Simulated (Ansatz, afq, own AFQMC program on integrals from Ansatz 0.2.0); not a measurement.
BNH3, doublet: AFQMC among the cluster methods

```xyz
5

B     0.0000   -0.1600    0.7000
N     0.0000    0.0600   -0.5028
H     0.0000    0.5855    1.4589
H     0.0000    0.8862   -0.8590
H     0.0000   -0.5892   -1.1205
```

Connectivity, by distances: BH–NH2.

Basis cc-pVDZ. Only valence electrons are correlated. AFQMC by an in-house program on the Cholesky factors that Ansatz 0.2.0 writes for its CCSD(T) run. The CISD trial takes its coefficients from CCSD amplitudes. Released means that phaseless walkers are propagated on without the constraint, phases kept. Free AFQMC starts from the CCSD state and is never constrained. Its projection time is finite, and what remains of the start isn't in its error. Error bars are statistical, one sigma.

Determinant: UHF, the one that the program's search chose, which needn't be the lowest solution. The geometry is a point of a scan.

No full CI on the walks' own integrals is used here. The released AFQMC energy serves as the reference, which it does only where one determinant dominates, the energy is flat over the last release times and near the phaseless one (40 meV or 2 meV an electron, half that with transition metals). On small molecules, where full CI could be run and the noise was under 10 meV, such values lay within 10 meV of it in 19 cases of 20, a flattering rate, since the rule was set on those same cases; what remains of the bias isn't in the error bar.

Cautions: the released value is read at 2.40 1/Eh with a noise of 15 meV, more than in the cases checked (meV from the phaseless value at times in 1/Eh: 5 ± 10 at 0.24, 20 ± 9 at 0.51, 3 ± 10 at 0.99, 19 ± 10 at 1.62, -3 ± 15 at 2.40).

The T1 diagnostic is 0.0116. The weight of the determinant in the CISD state is 0.915. The ⟨S²⟩ of the determinant is 0.755 and the size of the correlated space is 11 electrons in 41 orbitals.

| level | correlation energy (eV) |
| --- | --- |
| MP2 | -6.2554 |
| CCSD | -6.8792 |
| CCSD(T) | -7.0343 |

(1) Estimate where phaseless AFQMC with the Hartree–Fock trial lies against CCSD(T) on the same integrals.

(1) 112.1 ± 65.5 meV below CCSD(T). The gap is under twice the noise, so this walk alone can't tell the two apart.

Reference: AFQMC with the constraint released, correlation energy -7.075 ± 0.015 eV.

```
        level  E − E(reference) (meV)  share of correlation (%)
      CCSD(T)             40.8 ± 15.3                     99.42
  ph-AFQMC/HF            -71.3 ± 67.3                    101.01
ph-AFQMC/CISD              2.9 ± 18.2                     99.96
   free AFQMC             23.9 ± 19.8                     99.66
```

Free projections are given only where their last times agree within the noise and don't stop above the reference; a slow remainder of the start can still hide under it. A walk keeps the symmetry of its determinant, which the program's search chose and which needn't be the lowest solution, so a lower state of the same spin and another symmetry isn't excluded. Released energies are given only where the last usable release times agree within the noise; a slower fall can still hide under it.
